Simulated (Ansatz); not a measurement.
We consider TlInSe2 (I4/mcm, No. 140), described by PBEsol (Ansatz, a quantum-chemistry and plane-wave program, PAW).

Settings: plane-wave cutoff 520 eV, 8×8×8 k mesh, Fermi–Dirac smearing 0.01 eV, scalar-relativistic PAW data made under PBE.

Cell (relaxed at this level):

```cif
data_In4Se8Tl4
_chemical_formula_sum 'In4 Tl4 Se8'
_space_group_name_H-M_alt 'I4/mcm'
_space_group_IT_number 140
_space_group_name_Hall '-I 4 2c'
_cell_length_a 7.98814
_cell_length_b 7.98814
_cell_length_c 6.81091
_cell_angle_alpha 90.000
_cell_angle_beta 90.000
_cell_angle_gamma 90.000
loop_
_atom_site_label
_atom_site_type_symbol
_atom_site_symmetry_multiplicity
_atom_site_Wyckoff_symbol
_atom_site_fract_x
_atom_site_fract_y
_atom_site_fract_z
_atom_site_occupancy
In1 In 4 b 0.00000 0.50000 0.25000 1
Tl1 Tl 4 a 0.00000 0.00000 0.25000 1
Se1 Se 8 h 0.32377 0.17623 0.00000 1
```
(The calculation used a cell of 8 atoms; values per cell refer to that cell.)

**Question.** Predict the band gap, direct gap at Γ and bulk modulus.

**Answer.** 
- band gap = 0.39 eV (on the SCF k mesh)
- direct gap at Γ = 2.68 eV
- bulk modulus = 29.2 GPa

Measured, for comparison: band gap 1.12 eV (temperature not stated, not corrected to a static lattice, thermal gap; as tabulated in arXiv:0804.1639).

Note: the cell comes from a level without a dispersion term, which matters for the spacing of layers, chains or molecules; the bulk modulus is −V dP/dV from two relaxed cells at ±2 % in volume.

Spin–orbit coupling is not included; with these elements it can move the gap by several tenths of an eV or more.

Cost on a shared machine: very roughly 2.4 core-minutes.
